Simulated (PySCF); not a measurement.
## Multinuclear NMR of N-methylformamide

Geometry (Å), atoms numbered from 1 in this order:
```xyz
9

C    -1.095   -0.147    0.097
N     0.160    0.479   -0.235
C     1.354   -0.108   -0.008
O     1.516   -1.207    0.470
H    -1.575    0.337    0.952
H    -0.888   -1.184    0.357
H    -1.779   -0.121   -0.754
H     0.161    1.410   -0.612
H     2.198    0.537   -0.318
```

[PySCF 2.14.0 with density-fitted response routines: shieldings: GIAO B97-2/pcSseg-2; coordinates at the PBE0-D3(BJ)/def2-TZVP level; equivalent nuclei averaged; gas phase; one computed conformer; non-relativistic Hamiltonian]

Task: Where does ¹⁵N resonate?

Result: 
| atoms | environment | σ (ppm) | δ (ppm) |
| --- | --- | --- | --- |
| N2 | amide-type nitrogen | 139.5 | -278.1 |

Shieldings were converted by a linear fit to measured shifts: ¹⁵N: δ = -149.73 − 0.920σ (rms 6.4 ppm, 44 shifts vs CH3NO2, solution or neat liquid). A few per cent of atoms miss by over 2 rms, more outside the fitted compound classes.

On a 300 MHz spectrometer ¹⁵N resonates near 30.4 MHz, so 1 ppm is 30.4 Hz.

Task: Predict the ¹⁷O NMR data.

Result: 
```csv
atoms,environment,σ (ppm),δ (ppm)
O4,amide-type carbonyl oxygen,-65.5,336.0
```

Shieldings were converted by a linear fit to measured shifts: ¹⁷O (scatter 12.2 ppm rms vs liquid water, solution or neat liquid). A few per cent of atoms miss by over 2 rms, more outside the fitted compound classes.

On a 500 MHz spectrometer ¹⁷O resonates near 67.8 MHz, so 1 ppm is 67.8 Hz.

Hydrogen bonding in solution shields acid and N–H amide carbonyl oxygens by tens of ppm.
